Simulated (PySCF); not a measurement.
Cartesian coordinates in Å; atom numbers follow the order of the lines, from 1:
```xyz
7

O    -0.2044    0.6176    1.3994
P     0.0009    0.3424   -0.0216
O     1.3314   -0.4793   -0.3255
O    -1.1736   -0.5119   -0.6781
H     0.1141    1.3908   -0.9009
H     1.7678   -0.6684    0.5053
H    -1.8328   -0.6862   -0.0058
```

Geometry: GFN2-xTB; GIAO shifts from PySCF 2.14.0 with density-fitted response routines, gas phase, non-relativistic, averaged over equivalent atoms.

At wB97X/pcSseg-1 (90 basis functions, 3.2 s wall time on 1 thread of an Intel Xeon 6975P-C, shared host):
| atoms | δ (ppm) |
| --- | --- |
| O1 | 158.7 |
| O3/O4 | 116.0 |
| P2 | 296.7 |
| H5 | 6.60 |
| H6/H7 | 3.25 |

Chemical shifts δ = σref − σ; 17O (σref 337.45) against H2O; 31P (σref 612.65) against PH3; 1H (σref 31.81) vs TMS, all at this level.

**Question.** What do these become at PBE0/pcSseg-1?

**Answer.** 
```tsv
atoms	δ at PBE0/pcSseg-1	change
O1	168.7	+10.0
O3/O4	120.7	+4.7
P2	3.7	-293.0
H5	6.82	+0.22
H6/H7	3.24	-0.01
```

Scale: 17O (σref 336.08) against H2O; 31P (σref 318.38) against H3PO4; 1H (σref 31.72) vs TMS (reference shieldings calculated alike).

The largest change is at P2 (phosphorus bonded to 3 O, H). Cost: 90 basis functions, 3.4 s wall time on 1 thread of an Intel Xeon 6975P-C, shared host.

Experimental scales use liquid or dissolved standards, which lie at an offset from isolated H2O (liquid H2O: subtract about 36 ppm).
